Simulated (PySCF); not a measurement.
# Nitric acid (HNO3): NMR shifts, electronic excitations and K edges in gas and solvents, part 2 of 2

PySCF 2.14.0. Atoms count from 0. The steps go on from the part before.

## Step 6: TDDFT and polarisability: CAM-B3LYP/def2-SVPD in benzene

What the job is given:

```
{"job": {"kind": "uv", "xc": "CAM-B3LYP", "basis": "def2-SVPD", "solvent": "benzene", "nstates": 6, "ntriplets": 0}, "charge": 0, "multiplicity": 1}
O      0.005063     0.754955    -1.033541
N     -0.097889    -0.236582    -0.365050
O     -0.380909    -1.344342    -0.681655
O      0.147807    -0.076995     0.980722
H      0.357793     0.868388     1.064662
```

Level: TDDFT CAM-B3LYP/def2-SVPD, vertical, IEF-PCM benzene (non-equilibrium linear response), core orbitals frozen in the response.

Output:

```text
coarse grid: 4944 points
cycle   1  E = -280.2373724732  dE =  1.167e+00  |g| = 1.319e+00  |ddm| = 2.619e+00
cycle   2  E = -279.8945102442  dE =  3.429e-01  |g| = 2.023e+00  |ddm| = 2.320e+00
cycle   3  E = -280.5519347740  dE = -6.574e-01  |g| = 1.052e-01  |ddm| = 1.457e+00
cycle   4  E = -280.5522703882  dE = -3.356e-04  |g| = 9.730e-02  |ddm| = 1.259e-01
cycle   5  E = -280.5539332749  dE = -1.663e-03  |g| = 1.286e-02  |ddm| = 6.932e-02
cycle   6  E = -280.5539546101  dE = -2.134e-05  |g| = 8.859e-03  |ddm| = 1.476e-02
cycle   7  E = -280.5539694757  dE = -1.487e-05  |g| = 1.713e-03  |ddm| = 6.603e-03
cycle   8  E = -280.5539704904  dE = -1.015e-06  |g| = 5.458e-04  |ddm| = 2.864e-03
final grid: 49992 points
cycle   9  E = -280.6117941358  dE = -1.105e-05  |g| = 2.678e-03  |ddm| = 2.153e-02
cycle  10  E = -280.6117927278  dE =  1.408e-06  |g| = 4.113e-03  |ddm| = 4.701e-03
cycle  11  E = -280.6117955183  dE = -2.791e-06  |g| = 1.335e-04  |ddm| = 2.701e-03
cycle  12  E = -280.6117955241  dE = -5.810e-09  |g| = 1.492e-04  |ddm| = 2.717e-04
cycle  13  E = -280.6117955284  dE = -4.320e-09  |g| = 2.037e-05  |ddm| = 1.073e-04
cycle  14  E = -280.6117955287  dE = -2.480e-10  |g| = 7.345e-06  |ddm| = 4.418e-05
converged SCF energy = -280.6117955287

Static polarisability (au): isotropic 27.915, principal 17.554 30.425 35.766

Singlet excitations
state   eV       nm        f      main configurations
  1   4.9224    251.9   0.00001   H->L 0.99
  2   5.9974    206.7   0.00023   H-2->L 0.99
  3   7.3518    168.6   0.22016   H-1->L 0.84
  4   7.5563    164.1   0.09913   H-3->L 0.87
  5   8.8028    140.8   0.01687   H->L+1 0.86
  6   9.2509    134.0   0.00010   H-1->L+1 0.82
```

It took 3.1 s on 1 thread of Arm Neoverse V2, shared host; peak memory 0.42 GiB.

Key values: HOMO -11.20 eV, LUMO -1.03 eV; lowest singlet 4.92 eV.

## Step 7: TDDFT and polarisability: CAM-B3LYP/def2-SVPD in methanol

What the job is given:

```
{"job": {"kind": "uv", "xc": "CAM-B3LYP", "basis": "def2-SVPD", "solvent": "methanol", "nstates": 6, "ntriplets": 0}, "charge": 0, "multiplicity": 1}
O      0.005063     0.754955    -1.033541
N     -0.097889    -0.236582    -0.365050
O     -0.380909    -1.344342    -0.681655
O      0.147807    -0.076995     0.980722
H      0.357793     0.868388     1.064662
```

Level: TDDFT CAM-B3LYP/def2-SVPD, vertical, IEF-PCM methanol (non-equilibrium linear response), core orbitals frozen in the response.

Output:

```text
coarse grid: 4944 points
cycle   1  E = -280.2501242175  dE =  1.154e+00  |g| = 1.304e+00  |ddm| = 2.619e+00
cycle   2  E = -279.9318284549  dE =  3.183e-01  |g| = 1.974e+00  |ddm| = 2.250e+00
cycle   3  E = -280.5582221829  dE = -6.264e-01  |g| = 8.588e-02  |ddm| = 1.410e+00
cycle   4  E = -280.5584733054  dE = -2.511e-04  |g| = 7.935e-02  |ddm| = 1.044e-01
cycle   5  E = -280.5595724127  dE = -1.099e-03  |g| = 9.257e-03  |ddm| = 5.506e-02
cycle   6  E = -280.5595900822  dE = -1.767e-05  |g| = 4.116e-03  |ddm| = 1.041e-02
cycle   7  E = -280.5595931406  dE = -3.058e-06  |g| = 1.987e-03  |ddm| = 4.011e-03
final grid: 49992 points
cycle   8  E = -280.6173888412  dE = -9.716e-06  |g| = 4.868e-03  |ddm| = 2.210e-02
cycle   9  E = -280.6173820661  dE =  6.775e-06  |g| = 8.051e-03  |ddm| = 8.466e-03
cycle  10  E = -280.6173932514  dE = -1.119e-05  |g| = 4.869e-04  |ddm| = 5.218e-03
cycle  11  E = -280.6173932888  dE = -3.740e-08  |g| = 2.294e-04  |ddm| = 4.830e-04
cycle  12  E = -280.6173933042  dE = -1.547e-08  |g| = 6.104e-05  |ddm| = 2.798e-04
cycle  13  E = -280.6173933053  dE = -1.076e-09  |g| = 1.679e-05  |ddm| = 7.260e-05
cycle  14  E = -280.6173933054  dE = -1.349e-10  |g| = 1.125e-05  |ddm| = 3.573e-05
converged SCF energy = -280.6173933054

Static polarisability (au): isotropic 31.625, principal 19.590 34.425 40.859

Singlet excitations
state   eV       nm        f      main configurations
  1   4.9560    250.2   0.00001   H->L 0.99
  2   6.0201    206.0   0.00022   H-2->L 0.99
  3   7.3838    167.9   0.15915   H-1->L 0.56, H-3->L 0.36
  4   7.5016    165.3   0.15407   H-3->L 0.58, H-1->L 0.35
  5   8.9853    138.0   0.01368   H->L+1 0.87
  6   9.4416    131.3   0.00001   H-1->L+1 0.82
```

Wall time 3.3 s (1 thread of Arm Neoverse V2, shared host); peak memory 0.42 GiB.

In short: HOMO -11.17 eV, LUMO -0.99 eV; lowest singlet 4.96 eV.

## Step 8: Core excitations: BHandHLYP/aug-pcX-1+pcseg-1

What the job is given:

```
{"job": {"kind": "xas", "xc": "BHandHLYP", "basis": {"default": "aug-pcX-1", "H": "pcseg-1"}}, "charge": 0, "multiplicity": 1}
O      0.005063     0.754955    -1.033541
N     -0.097889    -0.236582    -0.365050
O     -0.380909    -1.344342    -0.681655
O      0.147807    -0.076995     0.980722
H      0.357793     0.868388     1.064662
```

Method: core-valence-separated TDA BHandHLYP/aug-pcX-1 H:pcseg-1, K edges, non-relativistic, gas phase.

Output:

```text
coarse grid: 4944 points
cycle   1  E = -280.3879495226  dE =  1.173e+00  |g| = 1.268e+00  |ddm| = 2.365e+00
cycle   2  E = -280.1378050759  dE =  2.501e-01  |g| = 1.883e+00  |ddm| = 1.674e+00
cycle   3  E = -280.6645206515  dE = -5.267e-01  |g| = 1.085e-01  |ddm| = 9.665e-01
cycle   4  E = -280.6649947267  dE = -4.741e-04  |g| = 9.776e-02  |ddm| = 1.138e-01
cycle   5  E = -280.6665822878  dE = -1.588e-03  |g| = 1.450e-02  |ddm| = 6.473e-02
cycle   6  E = -280.6666130749  dE = -3.079e-05  |g| = 9.656e-03  |ddm| = 1.517e-02
cycle   7  E = -280.6666314277  dE = -1.835e-05  |g| = 1.640e-03  |ddm| = 6.603e-03
cycle   8  E = -280.6666327059  dE = -1.278e-06  |g| = 5.365e-04  |ddm| = 2.993e-03
final grid: 49992 points
cycle   9  E = -280.6986680113  dE = -5.415e-05  |g| = 2.642e-03  |ddm| = 1.118e-02
cycle  10  E = -280.6986674786  dE =  5.327e-07  |g| = 2.916e-03  |ddm| = 3.153e-03
cycle  11  E = -280.6986687864  dE = -1.308e-06  |g| = 4.423e-04  |ddm| = 1.797e-03
cycle  12  E = -280.6986688209  dE = -3.450e-08  |g| = 1.162e-04  |ddm| = 3.049e-04
cycle  13  E = -280.6986688233  dE = -2.441e-09  |g| = 4.097e-05  |ddm| = 8.959e-05
cycle  14  E = -280.6986688237  dE = -3.943e-10  |g| = 2.438e-05  |ddm| = 4.475e-05
converged SCF energy = -280.6986688237

N K edge
   eV          f      from atoms
  401.985   0.08377   N1
  406.807   0.06692   N1
  409.625   0.00881   N1
  410.998   0.00465   N1
  411.685   0.00035   N1
  411.898   0.00383   N1
  412.486   0.01547   N1
  412.822   0.01023   N1

O K edge
   eV          f      from atoms
  529.530   0.04372   O2
  529.751   0.03908   O0
  532.994   0.06787   O3
  533.174   0.01153   O3
  534.395   0.02317   O3
  534.650   0.01217   O0
  534.878   0.01666   O2
  535.723   0.02901   O0
  536.463   0.01250   O2
  536.559   0.00564   O0
  536.976   0.00343   O2
  537.094   0.00583   O0
  537.350   0.00457   O2
  537.430   0.00963   O2
  537.540   0.00219   O0
  537.648   0.01361   O3
```

Wall time 2.8 s (1 thread of Arm Neoverse V2, shared host); peak memory 0.47 GiB.

## Step 9: Run by run: NMR shifts

Shifts (ppm), means over like atoms, with basis size and wall time:

| run | H4 | O0 | O3 | N1 | functions | time |
| --- | --- | --- | --- | --- | --- | --- |
| PBE0/pcSseg-1 in benzene | 9.47 | 502.5 | 377.5 | 358.6 | 73 | 2.3 s |
| PBE0/pcSseg-1 in methanol | 10.17 | 501.2 | 385.8 | 363.1 | 73 | 1.6 s |

The continuum's effect on the ground state:

| solvent | ε | polarisation energy (Eh) | μ (D) |
| --- | --- | --- | --- |
| benzene | 2.27 | -0.0048 | 2.73 |
| methanol | 32.61 | -0.0113 | 3.03 |

## Step 10: Comparing the runs: electronic excitations

Excitations and ground-state properties, with basis size and wall time:

| run | lowest singlet (eV) | brightest (eV) | f | gap (eV) | α (Å³) | μ (D) | functions | time |
| --- | --- | --- | --- | --- | --- | --- | --- | --- |
| CAM-B3LYP/def2-SVPD | 4.90 | 7.47 | 0.164 | 10.15 | 3.72 | 2.47 | 97 | 3.9 s |
| CAM-B3LYP/def2-SVPD in benzene | 4.92 | 7.35 | 0.220 | 10.17 | 4.14 | 2.76 | 97 | 3.1 s |
| CAM-B3LYP/def2-SVPD in methanol | 4.96 | 7.38 | 0.159 | 10.19 | 4.69 | 3.13 | 97 | 3.3 s |

The continuum's effect on the ground state:

| solvent | ε | polarisation energy (Eh) | μ (D) |
| --- | --- | --- | --- |
| benzene | 2.27 | -0.0049 | 2.76 |
| methanol | 32.61 | -0.0118 | 3.13 |

## Step 11: Summary of results

This closing draws on all 2 parts.

```
                                                                        quantity                                                  value
                                                                     point group                                                     Cs
                                            rotational constants (main isotopes)                                 13.31, 12.47, 6.44 GHz
                                  1H shifts against TMS (PBE0/pcSseg-1, benzene)                                               9.47 ppm
17O shifts against H2O (PBE0/pcSseg-1, benzene, means over atoms taken as alike)                                       502.5, 377.5 ppm
                                 15N shifts against NH3 (PBE0/pcSseg-1, benzene)                                              358.6 ppm
                                            lowest singlet (CAM-B3LYP/def2-SVPD)                            4.90 eV (253 nm), f = 0.000
                                        brightest single state of those computed                            state 3, 7.47 eV, f = 0.164
                                                                        N K edge  first line 401.99 eV, strongest 401.99 eV (f = 0.084)
                                                                        O K edge  first line 529.53 eV, strongest 532.99 eV (f = 0.068)
                                                        range of the shift of O3                                     377.5 to 385.8 ppm
                                                     range of the lowest singlet                                        4.90 to 4.96 eV
```

In words: Relaxing lowered the energy by 0.160 eV in 8 steps; the close pair that moved most is N1–O3, from 1.422 to 1.377 Å. At PBE0/pcSseg-1: The largest span, 589 ppm, is at O3, where the paramagnetic term is -429 ppm. The dipole moment, 2.47 D, compares with 2.17 D measured. At the N edge the strongest single line lifts a 1s electron of N1 into LUMO (weight 0.97), and it is the first line. Absolute edge energies from this method are off by several eV; spacings are better. In ppm, O3 moves most: its shift spreads over 8.3 ppm, from 377.5 (PBE0/pcSseg-1 in benzene) to 385.8 (PBE0/pcSseg-1 in methanol). Part of that comes from the computed reference. The continuum holds electrostatics alone: no hydrogen bonds to the solvent, and the gas-phase geometry is kept. The lowest singlet runs from 4.90 eV (CAM-B3LYP/def2-SVPD) to 4.96 eV (CAM-B3LYP/def2-SVPD in methanol), while the orbital gap spans 10.15 to 10.19 eV. The lowest state need not be the same one in every run.
